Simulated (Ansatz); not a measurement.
What does this script print? It uses Ansatz 0.2.0, Python API.

Script `c2h6n2o.py`:
```python
# -*- coding: utf-8 -*-
'''Single point of C2H6N2O.'''

import ansatz as az
from rdkit import Chem
from rdkit.Chem import AllChem

BASIS_SET = 'cc-pVDZ'
XC = 'PBE'

# a force-field geometry from the SMILES
rd = Chem.AddHs(Chem.MolFromSmiles('NC(N)=CO'))
AllChem.EmbedMolecule(rd, randomSeed=524)
AllChem.UFFOptimizeMolecule(rd)
c2h6n2o = az.Crystal.molecule()
for atom, xyz in zip(rd.GetAtoms(), rd.GetConformer().GetPositions()):
    c2h6n2o = c2h6n2o.atom(atom.GetSymbol(), xyz.round(5).tolist())

base = c2h6n2o.calculation()
base = base.basis(gaussian=BASIS_SET).functional(XC)
data = base.session().plan(threads=1).execute().report

print(f'E = {data["free_energy_ev"]:.6f} eV = {data["free_energy_ev"] / 27.211386246:.7f} Ha')
print('converged:', data['converged'], ' doubts:', data['published_state_doubts'] or 'none')

field = data['mean_field']
print('<S^2> =', round(abs(field['state']['spin_squared']), 4), ' relativity:', field['relativity'])
print('passes:', field['passes'])
if 'symmetry' in field:
    print('occupied orbitals by irrep:', field['symmetry']['occupied'])
```

Output of `python c2h6n2o.py`:
```text
E = -7188.796205 eV = -264.1833878 Ha
converged: True  doubts: none
<S^2> = 0.0  relativity: none
passes: {'evaluations': 17, 'products': 12}
occupied orbitals by irrep: [{'A': 20}, {'A': 20}]
```

Notes:
- Total energies depend on the basis set; only differences at equal settings carry meaning.
- The geometry is a force-field or estimated start, not a minimum of this method, and the basis set is short of its limit.
- Run time: 2.9 s on 1 thread of Arm Neoverse V2, on a shared host, peak memory 0.25 GiB.

(A comment or docstring line of the script was reworded after the run, the code is as it ran; lines on the test bed's own set-up are left out of the output.)
